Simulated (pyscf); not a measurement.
•HN–GaH₂ (SMILES [NH][GaH2]) + H₂ (SMILES [H][H]) → H₂N–GaH₂ (SMILES [NH2][GaH2]) + H• (SMILES [H]), a hydrogen abstraction (doublet surface; H–H broken, H–N formed). PySCF, gas phase, ωB97X-D3(BJ)/def2-SVP geometries. Energies in kcal/mol from the separated reactants.

Small-basis levels: PySCF, no dispersion term, spherical d functions. AM1 to PM7: differences of heats of formation from MOPAC, which are fitted to 298 K values and so differ in kind from electronic energies by zero-point and thermal terms. Open shells are spin-unrestricted. 

| level | barrier | reaction energy |
|---|---|---|
| HF/6-31G*+LANL2DZ | 20.0 | -8.2 |
| MP2/6-31G*+LANL2DZ | 11.9 | -21.8 |
| SVWN5/6-31G*+LANL2DZ | -8.6 | -19.9 |
| BP86/6-31G*+LANL2DZ | 2.2 | -8.9 |
| PBE/6-31G*+LANL2DZ | 1.0 | -13.3 |
| B3LYP/LANL2DZ | 4.4 | -12.2 |
| B3LYP/6-31G*+LANL2DZ | 5.8 | -8.5 |
| M06-2X/6-31G*+LANL2DZ | 7.1 | -14.4 |
| B3LYP/6-311+G**+LANL2DZ | 5.1 | -9.7 |
| PBE/def2-SVP | -0.9 | -14.7 |
| PM6 | 22.4 | +32.7 |
| PM7 | 23.8 | +36.7 |
| ωB97M-D3(BJ)/def2-TZVP | 6.7 | -11.8 |

Against the last row the barrier runs from -15.3 (SVWN5/6-31G*+LANL2DZ) to +17.1 kcal/mol (PM7). At SVWN5/6-31G*+LANL2DZ, PBE/def2-SVP, PM6, PM7 this geometry lies under one side, so the entry may be no barrier of that level: it is a single point on another level's saddle. ωB97M-D3(BJ)/def2-TZVP has limits of its own. •HN–GaH₂ lies 34.2 kcal/mol over its isomer [H₂N–GaH]• (electronic energy, ωB97M-D3(BJ)/def2-TZVP). One saddle was located; it need not be the lowest between these sides. The angle at the transferred H is 158°. In the def2 sets elements up to Kr have no core potential.
